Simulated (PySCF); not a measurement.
## How well do the runs reproduce experiment for PH3?

**The experiment to reproduce.**

NIST CCCBDB Release 22 (SRD 101), experimental dipoles lists, for the gas: dipole moment (microwave Stark effect) 0.58 D.

The runs below try to reproduce these values; the comparison stands at the end.

PH₃.
SMILES with atom numbers: `[PH3:1]` (hydrogens: H2, H3, H4 on P1)

Cartesian coordinates in Å at the PBE0-D3(BJ)/def2-SVP level; atoms count from 1:
```
atom  x, y, z in Å
P1    -0.005    0.004    0.574
H2    -0.470    1.098   -0.217
H3     1.197   -0.132   -0.187
H4    -0.702   -0.961   -0.216
```

The PySCF runs (gas phase, on this PBE0-D3(BJ)/def2-SVP geometry; no spin–orbit coupling):

```json
{"level": "PBE0-D3(BJ)/def2-SVP, grid level 1", "job": "geometry optimisation from a GFN2-xTB start", "basis functions": "33"}
```

Results beside the measurements:

**Dipole moment.** Measured: 0.58 D (NIST CCCBDB Release 22 (SRD 101), experimental dipoles).

| level | computed (D) | computed − measured (D) | % (from the printed values) |
| --- | --- | --- | --- |
| PBE0-D3(BJ)/def2-SVP | 0.91 | +0.33 | +57 |

The computed dipoles belong to one fixed geometry; measured ones are averaged over vibrations unless marked μe. Magnitudes are compared, not signs.

No measured geometry was used, and the causes of the misses weren't examined.
